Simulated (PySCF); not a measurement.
**Field gradients at the hydrogen positions**

Compound: isobutyl mercaptan, C₄H₁₀S.
Structure used (GFN2-xTB), in Å, numbered top down from 1:
```
atom  x, y, z in Å
C1     1.1222   -0.9377    0.2556
C2    -0.0126    0.0780    0.3386
C3     0.5385    1.5020    0.3917
C4    -0.9515   -0.0542   -0.8568
S5    -1.8153   -1.6618   -0.9251
H6     1.7453   -0.8844    1.1447
H7     1.7444   -0.7383   -0.6144
H8     0.7266   -1.9474    0.1721
H9    -0.5865   -0.1097    1.2546
H10    1.2071    1.6134    1.2417
H11   -0.2675    2.2261    0.4910
H12    1.0954    1.7273   -0.5155
H13   -0.3949    0.0011   -1.7924
H14   -1.7124    0.7272   -0.8499
H15   -2.4432   -1.5336    0.2424
```

Level: PBE0/pcSseg-1 (PySCF, non-relativistic); Q(2H) = 0.00286 b; rigid geometry, the same for H and D, with no vibrational averaging.

Task: Rank these positions by the coupling χzz of a deuteron there, largest first.
A. H9 (methine hydrogen)
B. H15 (S–H hydrogen)
C. H10 (methyl hydrogen)
D. H8 (methyl hydrogen)

Result: C (213 kHz), D (208 kHz), A (197 kHz), B (166 kHz).

Task: What are Vzz, η and χzz (234.96 MHz × Q × Vzz) at all hydrogens?

Result: 
| atom | bonded to | bond length (Å) | Vzz (au) | η | χzz (kHz) |
| --- | --- | --- | --- | --- | --- |
| H6 | C1 | 1.087 | 0.3177 | 0.02 | 213 |
| H7 | C1 | 1.088 | 0.3150 | 0.03 | 212 |
| H8 | C1 | 1.088 | 0.3094 | 0.01 | 208 |
| H9 | C2 | 1.097 | 0.2928 | 0.02 | 197 |
| H10 | C3 | 1.087 | 0.3164 | 0.02 | 213 |
| H11 | C3 | 1.088 | 0.3149 | 0.02 | 212 |
| H12 | C3 | 1.088 | 0.3140 | 0.02 | 211 |
| H13 | C4 | 1.090 | 0.3052 | 0.04 | 205 |
| H14 | C4 | 1.091 | 0.3045 | 0.03 | 205 |
| H15 | S5 | 1.332 | 0.2475 | 0.17 | 166 |

Task: Average by the element that carries the hydrogen.

Result: on C: 208 kHz over 9 positions, mean bond length 1.089 Å; on S: 166 kHz over 1 position, mean bond length 1.332 Å.

Task: How does χzz go with the bond length over the 9 C–H bonds?

Result: A straight-line fit has a slope of -16.2 kHz for each 0.01 Å, with a correlation coefficient of -0.95, over lengths from 1.087 to 1.097 Å. The longer bonds have the smaller couplings here.

Task: A static deuteron (I = 1) shows a doublet split by (3/2)χ, (3/4)χ(1 + η) and (3/4)χ(1 − η) with the field along z, y and x of the gradient. What are these for H7?

Result: With |χ| = 211.7 kHz and η = 0.028: 318, 163 and 154 kHz, to first order and without motion.

Geometry: GFN2-xTB, one conformer, isolated molecule. GFN2-xTB bond lengths can be off by several hundredths of an ångström, more for odd bonds, and the gradients follow them. The basis is small and wasn't made for field gradients, so the couplings can be 20 % off.

The run behind these numbers computed NMR shieldings as well. On Arm Neoverse N1, one thread (shared host), this took 22 s wall and 0.80 GiB of memory at its peak.
